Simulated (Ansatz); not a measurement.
α-phase Ga, treated with revPBE (PAW; Ansatz, a quantum-chemistry and plane-wave program).

Settings: plane-wave cutoff 520 eV, 14×14×12 k mesh (along the axes of the cell as run), Fermi–Dirac smearing 0.05 eV, scalar-relativistic PAW data made under PBE.

The cell is scaled about its equilibrium volume:

Shape and atoms are relaxed at each volume.

```csv
V (Å³/atom),P (GPa),c (Å),a (Å)
20.035,2.02,4.564,4.545
20.453,0.96,4.594,4.583
20.870,0.02,4.625,4.618
21.287,-0.81,4.655,4.652
21.705,-1.53,4.684,4.687
```

Note: the bulk modulus comes from volumes at which shape and atoms were relaxed.
